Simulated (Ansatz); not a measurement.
# BF₂+: basis-set convergence

How large a basis does BF₂+ need? Two functionals and correlated methods are run in growing sets.

Computed with Ansatz 0.2.0, Gaussian basis. Level: one geometry, several basis sets.

The runs, in order: PBE0-D4/def2-SVP; ωB97M-V/def2-SVP; PBE0-D4/def2-QZVPP; ωB97M-V/def2-QZVPP; CCSD(T)/cc-pV(D+d)Z; CCSD(T)/cc-pV(T+d)Z; CCSD(T)/cc-pV(Q+d)Z; the functionals' def2-TZVPP values are taken from earlier runs.

**1. The geometry**

An earlier PBE0-D4 in a triple-zeta def2 set relaxation fixed the geometry.

SMILES `F[B+]F`, 3 atoms, charge 1, spin multiplicity 1.

Atoms are counted from 1 here; the program's logs count them from 0.

Bond lengths: F1–B2 1.226 Å, B2–F3 1.226 Å. Angles: F1–B2–F3 180.0°.

**2. PBE0-D4 in def2-SVP**

Contents of in.yaml:

```yaml
crystal:
  periodic: [false, false, false]
  atoms:
    - {symbol: F, position_ang: [0.329707, 1.140517, 0.307700]}
    - {symbol: B, position_ang: [0.000002, -0.000002, 0.000002]}
    - {symbol: F, position_ang: [-0.329718, -1.140515, -0.307702]}
basis:
  gaussian: {orbitals: def2-SVP}
total_charge: 1
hamiltonian: {xc: pbe0, dispersion: d4}
output: {orbitals: {seedname: orbitals}}
```

The run is started by

```
$ ansatz run in.yaml --threads 2 --pin off --events-out ev --progress --plain --max-ram 32768MiB --backend cpu
```

After this run come: ωB97M-V in def2-SVP; PBE0-D4 in def2-QZVPP; ωB97M-V in def2-QZVPP; CCSD(T) in cc-pV(D+d)Z; CCSD(T) in cc-pV(T+d)Z; CCSD(T) in cc-pV(Q+d)Z.

Before running them: what should the planned runs give, taken together? Wanted: MP2 correlation recovered, cc-pV(D+d)Z; MP2 correlation recovered, cc-pV(T+d)Z; MP2 correlation recovered, cc-pV(Q+d)Z; CCSD(T) limit from def2 sets; PBE0-D4: double and triple zeta above quadruple; ωB97M-V: double and triple zeta above quadruple.

**Answer**, as computed:

| quantity | value |
| --- | --- |
| MP2 correlation recovered, cc-pV(D+d)Z | 67.5 % |
| MP2 correlation recovered, cc-pV(T+d)Z | 87.0 % |
| MP2 correlation recovered, cc-pV(Q+d)Z | 94.6 % |
| CCSD(T) limit from def2 sets (earlier runs) less the limit of this series | 19 meV |
| PBE0-D4: double and triple zeta above quadruple | 7.82, 0.34 eV |
| ωB97M-V: double and triple zeta above quadruple | 7.89, 0.32 eV |

In words: For PBE0-D4 the step from double to triple zeta gains 7.48 eV and the next only 0.34 eV. In cc-pV(D+d)Z MP2 holds 67 % of its limit, in cc-pV(Q+d)Z 95 %, while Hartree-Fock is within 0.158 eV in the largest set. A limit from the def2 sets, made apart, differs by 19 meV, a least measure of the doubt on such a limit. These are total energies; as a rule much of such shifts cancels in differences, which this series doesn't test.
